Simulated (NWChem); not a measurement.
System: Al, doublet

Input file for NWChem:

```
start job
memory heap 200 mb stack 900 mb global 1100 mb
geometry units angstroms noautosym nocenter noautoz
  Al     0.000000     0.000000     0.000000
end
basis spherical
  Al library def2-tzvp
end
dft
  odft
  mult 2
  xc pbe0
  iterations 150
end
property
  hyperfine
end
task dft property
```

The open p shell is one determinant without spherical averaging. No stability test was run on the SCF state.

Fermi-contact couplings, non-relativistic, static geometry.

Atoms are numbered as in the input.

What results follow from this input? (PBE0/def2-TZVP, spin-unrestricted, contact and dipolar terms.) Quantities: A(iso) 27Al atom 1 (MHz); <S²>.


```
Item                      Value
------------------------  -----
A(iso) 27Al atom 1 (MHz)  -48.3
<S²>                      0.757
```
